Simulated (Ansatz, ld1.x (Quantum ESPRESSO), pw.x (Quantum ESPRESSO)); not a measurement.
## What a changed setting does to a pw.x run (bcc Nb)

Potential: PAW, ld1.x (Quantum ESPRESSO) 7.5, PBE; core [Ar] 3d10, reference 4s2 4p6 4d4 5s1 5p0; waves: 4s (bound): rcut 1.50, rcutus 1.80 bohr; 5s (bound): rcut 1.50, rcutus 1.80 bohr; 4p (bound): rcut 2.05, rcutus 2.40 bohr; 5p (bound, empty): rcut 2.05, rcutus 2.40 bohr; 4d (bound): rcut 1.75, rcutus 2.35 bohr; 4d channel at 2.7 Ry: rcut 1.75, rcutus 2.35 bohr; local part: all-electron potential smoothed inside 1.80 bohr (lloc = -2); core correction: none; augmentation: PSQ, inside the norm-conserving radii.

The reference run (k-mesh 14³, cutoffs 45/360 Ry, Fermi–Dirac 0.01 Ry, mixing_beta 0.4, conv_thr 1e-9, no spin) gives 1.72 GPa at 18.179 Å³/atom, where all-electron LAPW gives 0.16 GPa. This run, with its own iteration cap, changes mixing_mode to TF.

```
&control
  calculation='scf', prefix='x', pseudo_dir='./', outdir='./tmp', tstress=.true., disk_io='none'
/
&system
  ibrav=0, nat=1, ntyp=1, ecutwfc=45, ecutrho=360, nbnd=14,
  occupations='smearing', smearing='fd', degauss=0.01
/
&electrons
  conv_thr=1e-09, mixing_beta=0.4, electron_maxstep=60, mixing_mode='TF'
/
ATOMIC_SPECIES
Nb 1.0 Nb.UPF
CELL_PARAMETERS angstrom
  -1.65641822 1.65641822 1.65641822
  1.65641822 -1.65641822 1.65641822
  1.65641822 1.65641822 -1.65641822
ATOMIC_POSITIONS crystal
Nb 0.0000 0.0000 0.0000
K_POINTS automatic
14 14 14 0 0 0
```

```bash
pw.x < Nb.scf.in > Nb.scf.out
```

Task: How does the run end?

Result: It converges in 55 iterations; the free energy moves by +110.3 meV/atom and the pressure by -0.20 GPa.

```
Message from routine setup:
     using ibrav=0 with symmetry is DISCOURAGED, use correct ibrav instead
     lattice parameter (alat)  =       5.4216  a.u.
     unit-cell volume          =     122.6780 (a.u.)^3
     number of electrons       =        13.00
     number of Kohn-Sham states=           14
     kinetic-energy cutoff     =      45.0000  Ry
     charge density cutoff     =     360.0000  Ry
     scf convergence threshold =      1.0E-09
     Exchange-correlation= SLA  PW   PBX  PBC
     number of k points=   104  Fermi-Dirac smearing, width (Ry)=  0.0100
     iteration #  1     ecut=    45.00 Ry     beta= 0.40
     total energy              =    -334.28313761 Ry
     estimated scf accuracy    <       0.13346020 Ry
     iteration #  2     ecut=    45.00 Ry     beta= 0.40
     negative rho (up, down):  2.298E-03 0.000E+00
     total energy              =    -334.25513070 Ry
     estimated scf accuracy    <       0.07470168 Ry
     iteration #  3     ecut=    45.00 Ry     beta= 0.40
     negative rho (up, down):  4.025E-03 0.000E+00
     total energy              =    -334.26275099 Ry
     estimated scf accuracy    <       0.00127968 Ry
     [... 49 iterations left out ...]
     iteration # 53     ecut=    45.00 Ry     beta= 0.40
     negative rho (up, down):  1.056E-02 0.000E+00
     total energy              =    -334.25993516 Ry
     estimated scf accuracy    <          5.0E-09 Ry
     iteration # 54     ecut=    45.00 Ry     beta= 0.40
     negative rho (up, down):  1.056E-02 0.000E+00
     total energy              =    -334.25993554 Ry
     estimated scf accuracy    <          1.1E-09 Ry
     iteration # 55     ecut=    45.00 Ry     beta= 0.40
     negative rho (up, down):  1.056E-02 0.000E+00
     the Fermi energy is    17.7600 ev
!    total energy              =    -334.25993478 Ry
     estimated scf accuracy    <          9.2E-11 Ry
     smearing contrib. (-TS)   =      -0.00645017 Ry
     convergence has been achieved in  55 iterations
          total   stress  (Ry/bohr**3)                   (kbar)     P=       15.14
     Message from routine punch:
     Nothing written, as per user request (disk_io='none')
```

The run took about 84 s on one core of a shared host (AMD EPYC 7R43 64-Core Processor, 256 threads, 1004 GiB, load 61).
